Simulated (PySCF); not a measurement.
methylamine (CH5N), SMILES CN. Heavy atoms are numbered as in [CH3:1][NH2:2]. Hydrogens are named by the atom that carries them.

The structure is a stationary point at B3LYP-D3(BJ)/def2-TZVP.

Method: HF/pcSseg-2 run with PySCF.

GIAO shieldings, no solvent; atoms alike by connectivity are averaged. δ = σ(ref) − σ: ¹³C against TMS (σ = 193.3 ppm); ¹⁵N against NH3 (σ = 262.2 ppm); ¹H against TMS (σ = 31.98 ppm), references at their B3LYP-D3(BJ)/def2-TZVP geometries, non-relativistic.

Computed chemical shifts:
```
nucleus     atoms  count  δ (ppm)
-------  --------  -----  -------
¹³C      C1 (CH3)      1     30.9
¹⁵N      N2 (NH2)      1     11.6
¹H        H on C1      3     2.39
¹H        H on N2      2     0.43
```
